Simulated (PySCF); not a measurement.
Estimate the missing entries of this data sheet.

Compound: C₃H₇Cl.
SMILES: `CC(C)Cl`

```csv
property,level,value
point group of the GFN2-xTB geometry,GFN2-xTB,?
"rotational constants A, B, C of the GFN2-xTB geometry",GFN2-xTB,"8.122, 4.616, 3.243 GHz"
dipole moment,CAM-B3LYP/def2-SVPD,?
HOMO energy,CAM-B3LYP/def2-SVPD,-9.76 eV
LUMO energy,CAM-B3LYP/def2-SVPD,1.32 eV
lowest singlet excitation,TDDFT CAM-B3LYP/def2-SVPD,"7.42 eV (167 nm, f = 0.001)"
strongest line among the 8 lowest singlet transitions,TDDFT CAM-B3LYP/def2-SVPD,?
lowest triplet excitation (Tamm–Dancoff),TDA CAM-B3LYP/def2-SVPD,6.74 eV
static isotropic polarisability,CAM-B3LYP/def2-SVPD,52.7 au
electronic spatial extent ⟨r²⟩ about the centre of nuclear charge,CAM-B3LYP/def2-SVPD,424 bohr²
core binding energies,"ΔSCF SCAN, pcX-2 on the ionised atom, pcseg-1 elsewhere, spin-free X2C, 2p3/2 from a spin–orbit splitting computed afterwards within the 2p shell",?
```

The electronic properties come from PySCF, for the isolated species, density fitting.

What is the point group of the GFN2-xTB geometry?

Cs.

What is the dipole moment?

2.26 D.

The strongest line among the 8 lowest singlet transitions?

S4 at 8.22 eV (151 nm, f = 0.061).

The core binding energies?

Cl2p3/2 205.6, C1s 291.0 (×2), C1s 292.3, Cl1s 2828.2 eV.

The dipole equals about 7.5 × 10⁻³⁰ C·m (1 D = 3.33564 × 10⁻³⁰ C·m). The polarisability is 7.80 Å³ as a volume (1 au = 0.148185 Å³), or 1.25 au for each of the 42 electrons. The principal polarisabilities are 46.1, 52.3 and 59.6 au; their mean is the isotropic value.

For the TDDFT job (CAM-B3LYP/def2-SVPD), on an Arm Neoverse V1 with one thread, no GPU (shared host), this took 13 s of wall time.
